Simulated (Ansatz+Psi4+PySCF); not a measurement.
# doublet NH₃(-): levels of theory in one basis

```xyz
4

N    -0.0125   -0.0150    0.1207
H    -0.0198    0.9408   -0.2745
H     0.8034   -0.4540   -0.2654
H    -0.8074   -0.4585   -0.2869
```

Basis set: aug-cc-pVTZ (spherical functions). Correlated methods keep 1 orbital frozen. Correlation on ROHF uses semicanonical orbitals with singles. Charge -1, multiplicity 2.

Computed with Ansatz (development build ahead of 0.2.0) and Psi4 1.11; each method stands on the lowest determinant of its kind that the runs found.

| method | E − E(ROHF) (eV) | <S²> of the determinant |
| --- | --- | --- |
| ROHF | 0.00 | 0.75 |
| UHF | 0.00 | 0.75 |
| ROHF-MP2 | -6.69 | – |
| UHF-MP2 | -6.69 | 0.75 |
